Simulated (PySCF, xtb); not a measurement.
chloromethane (CH3Cl), SMILES ClC.

GFN2-xTB (xtb 6.7.1) at its own geometry gives an orbital gap of 7.02 eV and a dipole moment of 2.04 D.

Geometry optimised at B3LYP-D3(BJ)/def2-TZVP.

Problem. What does M06-2X/def2-TZVPD (PySCF) give? (Estimate from the structure and the level; the computed values follow.)

Solution. gap 10.26 eV (levels -9.86 and 0.40 eV), dipole 1.98 D.
